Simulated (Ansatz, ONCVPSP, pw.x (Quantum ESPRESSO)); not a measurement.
From atom to crystal: ONCV potential for germanium

- Element: Ge (Z = 32)
- Generator: ONCVPSP 4.0.1.1 (patched build)
- Type: optimised norm-conserving Vanderbilt (ONCV)
- Functional: LDA (Perdew-Wang 92)
- Relativity: scalar-relativistic
- Frozen core: [Ar] 3d10
- Valence charge: 4
- Reference configuration: 4s2 4p2
- Partial waves: 4s: rc 1.80 bohr, ncon 4, nbas 7, qcut 3.1 1/bohr, 2 projectors, debl 2.9 Ha; 4p: rc 2.25 bohr, ncon 5, nbas 9, qcut 3.4 1/bohr, 2 projectors, debl 3.6 Ha; d scattering state at 0.12 Ha: rc 2.05 bohr, ncon 3, nbas 7, qcut 5 1/bohr, 2 projectors, debl 1.7 Ha
- Local potential: polynomial inside 1.45 bohr (lpopt 5, dvloc0 0 Ha)
- Core correction: none

Crystal test: bcc Ge in pw.x 7.5, no spin, 14³ k-points, Fermi–Dirac smearing 0.01 Ry, cutoffs 85/340 Ry. The reference is all-electron LAPW (Ansatz 0.2.0) with the same functional, mesh and smearing; V0 and B0 come from Birch–Murnaghan fits to the pressures at five volumes. Errors are pseudo minus all-electron; Δ is the rms difference of the E(V) curves that follow from these fits, minima aligned, over ±6 % about the mean V0. Mesh and smearing are coarse, so the numbers serve the comparison and aren't converged zero-temperature values; the lattice is a test structure that the element need not adopt.

All-electron: a0 = 3.294 Å (V0 = 17.87 Å³/atom), B0 = 78.6 GPa.

How far does the potential miss the all-electron equation of state?

mean pressure error (GPa): -1.76; a0 (Å): 3.269; a0 error (%): -0.76; B0 error (%): +1.5; Δ (meV/atom): 7.1. This is a poor potential for the solid.

```
V (Å³/atom)  P all-electron (GPa)  P pseudo (GPa)
     16.998                  4.39            2.29
     17.446                  1.99            0.08
     17.893                 -0.10           -1.84
     18.340                 -1.93           -3.52
     18.788                 -3.53           -4.98
```

At the middle volume, how do free energy and pressure move when the wave cutoff is lowered (ecutrho kept at four times it)?

```json
{"cutoff (Ry)": "38", "shift of F (meV/atom)": "+103.1", "shift of P (GPa)": "+0.37"}
{"cutoff (Ry)": "51", "shift of F (meV/atom)": "+78.6", "shift of P (GPa)": "-0.95"}
{"cutoff (Ry)": "68", "shift of F (meV/atom)": "+17.5", "shift of P (GPa)": "-0.50"}
```

The run at the middle volume (104 k-points, 7 iterations) took about 26 s on one core of a shared host (Neoverse-N1, 64 threads, 124 GiB, load 56).
